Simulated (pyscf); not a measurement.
Structures and frequencies: ωB97X-D3(BJ)/def2-SVP in PySCF.

SMILES: CC1C=CC1
```xyz
13

C     -0.0588    -1.3714    -0.9440
C     -0.7539    -0.0662    -1.3089
C      0.0808     1.2067    -1.2645
C     -0.6628     1.7809    -0.3083
C     -1.6179     0.6074    -0.1868
H      0.6657    -1.6666    -1.7206
H     -0.7867    -2.1917    -0.8328
H      0.4892    -1.2666     0.0070
H     -1.3146    -0.1835    -2.2535
H      0.9685     1.5217    -1.8226
H     -0.6173     2.7479     0.2023
H     -2.6682     0.8084    -0.4573
H     -1.5968     0.0738     0.7786
```

**Question.** How much does it cost (ΔH, 298 K, ωB97M-D3(BJ)/def2-TZVP) to split cyclic C₅H₈ (SMILES CC1C=CC1) at its C–H bond into cyclic C₅H₇ (SMILES CC1[C]=CC1) [doublet] + H•?

**Answer.** C–H to cyclic C₅H₇ (SMILES CC1[C]=CC1) [doublet] + H•: 4.84 eV. The 7 functionals that were run give +4.59 (r²SCAN) to +4.84 eV (ωB97M-D3(BJ)). The radicals are drawn with the spin at the cut bond; how far it spreads was not checked. cyclic C₅H₈ (SMILES CC1C=CC1) lies 1.04 eV over its isomer cyclic C₅H₈ (SMILES C1=CCCC1), and others may lie lower still (electronic energy, ωB97M-D3(BJ)). cyclic C₅H₇ (SMILES CC1[C]=CC1) [doublet] lies 1.40 eV over its isomer •H₂C–C(=CH₂)–CH=CH₂, and others may lie lower still (electronic energy, ωB97M-D3(BJ)).
